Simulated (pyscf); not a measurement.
F–BH–F + methane (CH₄) -> fluoromethane (H₃C–F) + H₂B–F (four-centre exchange; singlet surface; B–F, C–H broken, C–F, B–H formed). Structures and frequencies: ωB97X-D3(BJ)/def2-SVP in PySCF. MP2 and CC: frozen core, UHF for open shells. ΔMP2 is the change of the MP2 total energy from the triple- to the quadruple-zeta basis. Energies in kcal/mol from the separated reactants.

| level | barrier | reaction energy |
|---|---|---|
| ωB97X-D3(BJ)/def2-TZVP | 106.1 | +61.9 |
| PBE/def2-TZVP | 96.7 | +62.5 |
| B3LYP-D3(BJ)/def2-TZVP | 103.2 | +62.5 |
| M06-2X/def2-TZVP | 108.9 | +63.5 |
| MP2/def2-QZVPP | 112.7 | +65.6 |
| CCSD/def2-TZVPP | 112.3 | +63.6 |
| CCSD(T)/def2-TZVPP + ΔMP2(QZVPP) | 108.9 | +63.7 |

The same reactants have a lower exit, to H₃C–B(F)–F + H₂ (barrier +50.3 kcal/mol at ωB97M-D3(BJ), against +105.5 kcal/mol here). This is the saddle that the search found; another between the same sides may lie lower. The CCSD(T) − MP2 part came from Ansatz, without density fitting, on the same reference.
